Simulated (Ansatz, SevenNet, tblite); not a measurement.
## Lattice parameter a of zinc-blende BP: levels of theory against measurement

Reference value: 4.525 Å (measured, static lattice: zero-point anharmonic expansion removed; as tabulated in Mejia-Rodriguez and Trickey (2018), arXiv:1807.09216).

```
level (code)           value (Å)
---------------------  ---------
GFN1-xTB (tblite)          4.574
SevenNet-0                 4.532
LDA (Ansatz)               4.490
PBE (Ansatz)                   …
rVV10 (Ansatz)                 …
LC-ωPBE (Ansatz)           4.494
Hartree–Fock (Ansatz)      4.584
```

Q: What belongs in the gaps?

A: 
- PBE (Ansatz, an electronic-structure program), value (Å): 4.548
- rVV10 (Ansatz), value (Å): 4.565

Errors against the reference: GFN1-xTB +1.08 %, SevenNet-0 +0.15 %, LDA -0.77 %, PBE +0.51 %, rVV10 +0.88 %, LC-ωPBE -0.69 %, Hartree–Fock +1.30 %.

Closest of the ranked levels: SevenNet-0 (+0.15 %). Among them Hartree–Fock (+1.30 %) misses by most. Within 2 %: GFN1-xTB, SevenNet-0, LDA, PBE, rVV10, LC-ωPBE, Hartree–Fock.

GFN1-xTB: the method was fitted mainly to molecules. GFN1-xTB: the run uses a supercell at the zone centre in place of a k mesh. Cutoffs and k meshes differ between the levels. Ansatz's density-functional and Hartree–Fock values are scalar-relativistic unless marked +SOC, with PAW data made under PBE.

Machine-learned potentials (SevenNet-0) are trained on DFT data: a solid inside that data is no test of them.

Differences are worked out from the printed values.
